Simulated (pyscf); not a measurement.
Thermochemistry of product channels of PH₂• (SMILES [PH2]) + GaH₃ (SMILES [GaH3]) on the doublet surface, in kcal/mol, from ωB97M-D3(BJ)/def2-TZVP energies (ideal gas, 1 atm, RRHO with modes under 100 cm⁻¹ raised to 100, one conformer, R ln 2 for chiral ones without a mode under 150 cm⁻¹). PySCF, gas phase, ωB97X-D3(BJ)/def2-SVP geometries.

| products | ΔE | ΔH(298 K) | ΔG(900 K) | ΔG(1200 K) |
|---|---|---|---|---|
| [H₂P–GaH]• (SMILES [PH2][GaH]) + H₂ (SMILES [H][H]) | -11.7 | -11.1 | -11.3 | -12.0 |
| •HP–GaH₂ (SMILES [PH][GaH2]) + H₂ (SMILES [H][H]) | -5.6 | -5.9 | -6.3 | -7.2 |

These are energies of the channels, which say nothing of barriers. Elements up to Kr have no core potential and no relativistic terms here.
